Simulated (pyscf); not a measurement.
H₃C–F (SMILES CF) + H₃C–AlH₂ (SMILES [CH3][AlH2]) → CH₄ (SMILES C) + H₃C–AlH–F (SMILES [CH3][AlH][F]), a four-centre exchange (singlet surface; C–F, Al–H broken, C–H, Al–F formed). Structures and frequencies: ωB97X-D3(BJ)/def2-SVP in PySCF. MP2 and CC: frozen core, UHF for open shells. ΔMP2 is the change of the MP2 total energy from the triple- to the quadruple-zeta basis. Energies in kcal/mol from the separated reactants.

Small-basis levels: PySCF, no dispersion term, spherical d functions. 

**Question.** In single points BP86/6-31G* puts the saddle at 17.4 kcal/mol and the reaction energy at -69.0 kcal/mol. Should these be trusted to within a few kcal/mol? Compare with CCSD(T)/def2-TZVPP + ΔMP2(QZVPP).

**Answer.** CCSD(T)/def2-TZVPP + ΔMP2(QZVPP) gives ΔE‡ = 26.2 kcal/mol and ΔE = -71.9 kcal/mol. BP86/6-31G* lies 8.8 kcal/mol under it in the barrier and 2.9 kcal/mol over it in the reaction energy, so on this step it does not hold to within 3.0 kcal/mol. CCSD(T)/def2-TZVPP + ΔMP2(QZVPP) has limits of its own. On the reactant side the descent ends in an adduct with a Al–F contact (not fully relaxed), 13.8 kcal/mol under the separated species and 39.4 kcal/mol under the saddle at ωB97X-D3(BJ)/def2-TZVP. On the product side the descent ends in a complex (not fully relaxed), 4.0 kcal/mol under the separated species and 99.1 kcal/mol under the saddle at ωB97X-D3(BJ)/def2-TZVP. What is counted as formed (Al–F) is already present as a longer contact in the reactant adduct; forming that adduct is a step of its own. One saddle was located; it need not be the lowest between these sides. The CCSD(T) − MP2 part came from Ansatz, without density fitting, on the same reference.
